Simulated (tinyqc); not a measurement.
Inside a calculation. Method: MP2 on RHF in the sto-3g basis, for OH-, spin multiplicity 1. The basis has no diffuse functions, so it cannot describe the extra electron: this is an exercise in the method, not the real anion. One step of it, computed by the program tinyqc.

Task: Second-order Moller-Plesset energy. E2 = sum_ijab (ia|jb) [2 (ia|jb) - (ib|ja)] / (e_i + e_j - e_a - e_b) over occupied i, j and virtual a, b; the opposite-spin part is (ia|jb)^2 / denominator, the rest is same-spin, and SCS-MP2 scales them by 6/5 and 1/3.

orbital energies (hartree): MO1 -19.506632, MO2 -0.586361, MO3 0.086223, MO4 0.182832, MO5 0.182832, MO6 0.963049

Two-electron integrals over orbitals (pq|rs), unique and non-zero (hartree):
```
(11|11) 4.747787    (21|11) -0.454653   (21|21) 0.068293    (22|11) 1.064291
(22|21) -0.019199   (22|22) 0.747207    (31|11) 0.131691    (31|21) -0.019835
(31|22) 0.006418    (31|31) 0.012203    (32|11) -0.168669   (32|21) 0.005697
(32|22) -0.069227   (32|31) 0.008991    (32|32) 0.110089    (33|11) 0.648764
(33|21) -0.005159   (33|22) 0.545231    (33|31) -0.000150   (33|32) 0.029078
(33|33) 0.612668    (41|41) 0.025935    (42|41) 0.034717    (42|42) 0.161481
(43|41) -0.009206   (43|42) -0.037842   (43|43) 0.025835    (44|11) 1.115357
(44|21) -0.013289   (44|22) 0.776296    (44|31) 0.003891    (44|32) -0.093162
(44|33) 0.525264    (44|44) 0.880159    (51|51) 0.025935    (52|51) 0.034717
(52|52) 0.161481    (53|51) -0.009206   (53|52) -0.037842   (53|53) 0.025835
(54|54) 0.047444    (55|11) 1.115357    (55|21) -0.013289   (55|22) 0.776296
(55|31) 0.003891    (55|32) -0.093162   (55|33) 0.525264    (55|44) 0.785270
(55|55) 0.880159    (61|11) -0.101764   (61|21) 0.015414    (61|22) -0.003135
(61|31) 0.007221    (61|32) 0.020072    (61|33) -0.003807   (61|44) -0.002918
(61|55) -0.002918   (61|61) 0.024746    (62|11) 0.133655    (62|21) -0.004082
(62|22) 0.069887    (62|31) 0.015737    (62|32) 0.057516    (62|33) 0.002003
(62|44) 0.074417    (62|55) 0.074417    (62|61) 0.024576    (62|62) 0.113250
(63|11) 0.312543    (63|21) -0.004748   (63|22) 0.166260    (63|31) -0.002186
(63|32) -0.102007   (63|33) -0.025539   (63|44) 0.184082    (63|55) 0.184082
(63|61) -0.008110   (63|62) 0.015520    (63|63) 0.186162    (64|41) 0.006832
(64|42) 0.027933    (64|43) 0.015483    (64|64) 0.037994    (65|51) 0.006832
(65|52) 0.027933    (65|53) 0.015483    (65|65) 0.037994    (66|11) 0.944283
(66|21) -0.011690   (66|22) 0.675982    (66|31) 0.009374    (66|32) -0.001959
(66|33) 0.599329    (66|44) 0.671058    (66|55) 0.671058    (66|61) 0.008107
(66|62) 0.074184    (66|63) 0.084743    (66|66) 0.705082
```

Hartree-Fock energy = -74.04387714 hartree

Give: Terms; Pair energies; MP2 correlation energy; SCS-MP2 correlation energy; MP2 total energy.

Result:

Terms:

| i | j | a | b | (ia\|jb) | (ib\|ja) | denominator | term |
|---|---|---|---|---|---|---|---|
| 3 | 3 | 6 | 6 | 0.1862 | 0.1862 | -1.7537 | -0.0198 |
| 2 | 2 | 6 | 6 | 0.1132 | 0.1132 | -3.0988 | -0.0041 |
| 4 | 4 | 6 | 6 | 0.0380 | 0.0380 | -1.5604 | -0.0009 |
| 5 | 5 | 6 | 6 | 0.0380 | 0.0380 | -1.5604 | -0.0009 |
| 3 | 2 | 6 | 6 | 0.0155 | 0.0155 | -2.4262 | -9.93e-05 |
| 2 | 3 | 6 | 6 | 0.0155 | 0.0155 | -2.4262 | -9.93e-05 |
| 1 | 2 | 6 | 6 | 0.0246 | 0.0246 | -22.0191 | -2.74e-05 |
| 2 | 1 | 6 | 6 | 0.0246 | 0.0246 | -22.0191 | -2.74e-05 |
| 1 | 1 | 6 | 6 | 0.0247 | 0.0247 | -40.9394 | -1.50e-05 |
| 3 | 1 | 6 | 6 | -0.0081 | -0.0081 | -21.3465 | -3.08e-06 |
| 1 | 3 | 6 | 6 | -0.0081 | -0.0081 | -21.3465 | -3.08e-06 |

Pair energies (hartree; pair i-j sums ij and ji):

| pair | opposite spin | same spin |
|---|---|---|
| 1-1 | -1.50e-05 | 0.0000 |
| 2-1 | -5.49e-05 | 0.0000 |
| 2-2 | -0.0041 | 0.0000 |
| 3-1 | -6.16e-06 | 0.0000 |
| 3-2 | -1.99e-04 | 0.0000 |
| 3-3 | -0.0198 | 0.0000 |
| 4-4 | -0.0009 | 0.0000 |
| 5-5 | -0.0009 | 0.0000 |

MP2 correlation energy = -0.026026 hartree

SCS-MP2 correlation energy = -0.031231 hartree

MP2 total energy = -74.069903 hartree
